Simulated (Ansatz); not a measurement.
**α-N2**

All values below come from r²SCAN (Ansatz, a program for electronic structure, plane waves, PAW).

Numerical settings: plane-wave cutoff 500 eV, 6×6×6 k mesh, gaussian smearing 0.02 eV, scalar-relativistic PAW data made under PBE.

Cell (relaxed at this level):

```cif
data_N8
_chemical_formula_sum 'N8'
_space_group_name_H-M_alt 'P 1'
_space_group_IT_number 1
_cell_length_a 5.76205
_cell_length_b 5.76205
_cell_length_c 5.76205
_cell_angle_alpha 90.000
_cell_angle_beta 90.000
_cell_angle_gamma 90.000
loop_
_space_group_symop_operation_xyz
  'x, y, z'
loop_
_atom_site_label
_atom_site_type_symbol
_atom_site_fract_x
_atom_site_fract_y
_atom_site_fract_z
_atom_site_occupancy
N1 N 0.94524 0.55476 0.44524 1
N2 N 0.44524 0.94524 0.55476 1
N3 N 0.94524 0.94524 0.94524 1
N4 N 0.05476 0.05476 0.05476 1
N5 N 0.55476 0.44524 0.94524 1
N6 N 0.55476 0.05476 0.44524 1
N7 N 0.44524 0.55476 0.05476 1
N8 N 0.05476 0.44524 0.55476 1
```

band gap: 8.27 eV (on the SCF k mesh)

Note: the cell comes from a level without a dispersion term, which matters for the spacing of layers, chains or molecules.

Static lattice: no zero-point or thermal effects.
